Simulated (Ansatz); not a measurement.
A nudged elastic band was laid between two geometries of CH$_{4}$O$_{2}$S (8 atoms, charge 0, multiplicity 1).

These are results of Ansatz, RKS LDA/def2-SVP, not measurements.

```yaml
movable_images: 7
climbing_image: yes
spring: 5.0 eV/Å²
optimiser: quadratic models (default)
start_path: through a guess of the saddle point
force_threshold: 0.03 eV/Å
iteration_limit: 60
end_points: relaxed
```

Image 0:

```xyz
8
Properties=species:S:1:pos:R:3
O 0.377 0.905 -0.867
C 0.169 0.795 0.479
S 0.262 -0.963 0.997
O -0.666 -1.493 -0.327
H -0.235 0.230 -1.251
H -0.831 1.181 0.808
H 0.959 1.330 1.054
H -0.036 -1.986 -0.893
```

Image 8:

```xyz
8
Properties=species:S:1:pos:R:3
O 0.405 1.434 -1.291
C 0.126 0.991 -0.054
S 0.604 -0.560 0.381
O -0.288 -2.148 0.638
H -0.396 1.808 -1.708
H -0.686 1.496 0.513
H 0.337 -0.368 1.701
H -0.102 -2.653 -0.181
```

Q: What changes between the two ends?

A: Bonds broken: C2–H7. Bonds formed: S3–H7.

Q: What energy profile does the band end with?

A: It converged. The highest image is number 6 of 0 to 8, 50.4 kcal/mol above the first end and 10.5 kcal/mol above the last; the last end lies 39.9 kcal/mol above the first. A vibrational analysis at the climbing image gives one clearly imaginary mode, 345i cm⁻¹: a first-order saddle point. The orbitals stay closed-shell, which can raise the energy where a bond breaks towards radicals; this wasn't checked here.

| image | path coordinate (Å) | energy (kcal/mol) | C2–H7 (Å) | S3–H7 (Å) |
| --- | --- | --- | --- | --- |
| 0 | 0.00 | 0.0 | 1.11 | 2.40 |
| 1 | 0.61 | 0.7 | 1.11 | 2.35 |
| 2 | 1.22 | 2.0 | 1.12 | 2.29 |
| 3 | 1.84 | 4.9 | 1.13 | 2.18 |
| 4 | 2.45 | 20.3 | 1.21 | 1.86 |
| 5 | 3.06 | 47.2 | 1.65 | 1.57 |
| 6 | 3.67 | 50.4 | 2.02 | 1.43 |
| 7 | 4.27 | 44.2 | 2.16 | 1.37 |
| 8 | 4.87 | 39.9 | 2.23 | 1.36 |

Q: What is the geometry of the highest image?

A: 
```xyz
8
Properties=species:S:1:pos:R:3
O 0.279 1.118 -1.290
C 0.094 0.861 0.018
S 0.576 -0.599 0.632
O -0.518 -1.920 -0.005
H -0.516 1.552 -1.656
H -0.578 1.514 0.608
H 0.573 0.153 1.848
H 0.090 -2.679 -0.156
```

Q: What are the harmonic wavenumbers there?

A: 345i, 170, 325, 372, 391, 472, 494, 595, 855, 880, 1000, 1153, 1238, 1404, 2126, 3088, 3627, 3695 cm⁻¹.

The band took 15 iterations and roughly 80 core-seconds.

Run time: 84 s on 1 thread of Intel(R) Xeon(R) 6975P-C (Granite Rapids), on a shared host, peak memory 0.15 GiB.
